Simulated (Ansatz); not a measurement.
# Al2H2 (triplet): the correlation ladder at scale of all distances = 1.503, 6-31G

Aim: climb from Hartree-Fock through coupled cluster and multireference methods for Al2H2 (triplet) at one geometry and basis, and see what each rung misses.

Computed with Ansatz 0.2.0, Gaussian basis. Level: 6-31G, core rule «outside noble gas», up to 10 orbitals frozen.

Plan: UHF; CCSD(T) on ROHF; CCSD(T) on UHF; BCCD(T) on ROHF; CISD; CCSDT(Q) on ROHF; CCSDT(Q) on UHF; CISDTQ; CASSCF and MRCISD+Q, 4 electrons in 4 orbitals; CASSCF and NEVPT2, 4 electrons in 4 orbitals; CASSCF and MRCISD+Q, 8 electrons in 10 orbitals; CASSCF and NEVPT2, 8 electrons in 10 orbitals; Full CI.

17 further runs of the same task are left out: 12 that didn't finish, 5 set aside as unsound or not needed.

**1. What is computed**

The geometry derives from a PBE0/def2-TZVP stationary point (not a proven minimum). All distances are scaled together.

4 atoms, charge 0, spin multiplicity 3.

Atoms are counted from 1 here; the program's logs count them from 0.

No contacts short enough for the rule that draws bonds.

Coordinates:

```xyz
4
Al2H2
Al    0.00000    0.00000   -1.80504
Al    0.00000    0.00000    2.02025
H     0.00000    2.13185   -2.88044
H     0.00000   -2.13185   -2.88044
```

**2. UHF**

Input file in.yaml:

```yaml
crystal:
  periodic: [false, false, false]
  atoms:
    - {symbol: Al, position_ang: [0.000000, 0.000000, -1.805039]}
    - {symbol: Al, position_ang: [0.000000, 0.000000, 2.020246]}
    - {symbol: H, position_ang: [0.000000, 2.131855, -2.880436]}
    - {symbol: H, position_ang: [0.000000, -2.131855, -2.880436]}
basis:
  gaussian: {orbitals: 6-31G}
magnetization: {spin_polarized: true, initial_magnetization: 2}
hamiltonian: {xc: hf}
output: {orbitals: {seedname: orbitals}}
```

Run with:

```bash
$ ansatz run in.yaml --threads 1 --pin off --events-out ev --progress --plain --max-ram 2393MiB
```

Further steps of the session: CCSD(T) on ROHF; CCSD(T) on UHF; BCCD(T) on ROHF; CISD; CCSDT(Q) on ROHF; CCSDT(Q) on UHF; CISDTQ; CASSCF and MRCISD+Q, 4 electrons in 4 orbitals; CASSCF and NEVPT2, 4 electrons in 4 orbitals; CASSCF and MRCISD+Q, 8 electrons in 10 orbitals; CASSCF and NEVPT2, 8 electrons in 10 orbitals; Full CI.

**Question.** What will the summary of the whole plan be? Wanted: FCI below the RHF energy; RMP2 from FCI; UMP2 from FCI; RCCSD from FCI; RCCSD(T) from FCI; UCCSD(T) from FCI; RCCSDT(Q) from FCI; UCCSDT(Q) from FCI; NEVPT2 valence from FCI.

**Answer**, as computed:

```
                         quantity                                                                   value
         FCI below the RHF energy                                                              -3.1476 eV
                    RMP2 from FCI                                                         +32.28 kcal/mol
                    UMP2 from FCI                                                         +31.40 kcal/mol
                   RCCSD from FCI                                                          +3.40 kcal/mol
                RCCSD(T) from FCI                                                          +1.35 kcal/mol
                UCCSD(T) from FCI                                                          +1.55 kcal/mol
               RCCSDT(Q) from FCI                                                          +0.08 kcal/mol
               UCCSDT(Q) from FCI                                                          +0.12 kcal/mol
          NEVPT2 valence from FCI                                                          +4.10 kcal/mol
        MRCISD+Q valence from FCI                                                          +0.37 kcal/mol
levels within 1 kcal/mol (43 meV)  RCCSDT, UCCSDT, RCCSDT(Q), UCCSDT(Q), MRCISD valence, MRCISD+Q valence
                    T1 diagnostic                                                                   0.050
   effectively unpaired electrons                                                                    2.29
```

RCCSD(T) lands +1.35 kcal/mol from the yardstick (1.9 % of the correlation energy). The occupations show some static correlation. Of the multireference levels listed MRCISD+Q valence comes nearest in total energy (+0.37 kcal/mol), which doesn't show that its space is the better one. Coupled cluster took another determinant than the lowest Hartree-Fock one. These misses are within one basis, not against nature; the frozen cores of restricted and unrestricted runs differ, which can shift their rows.
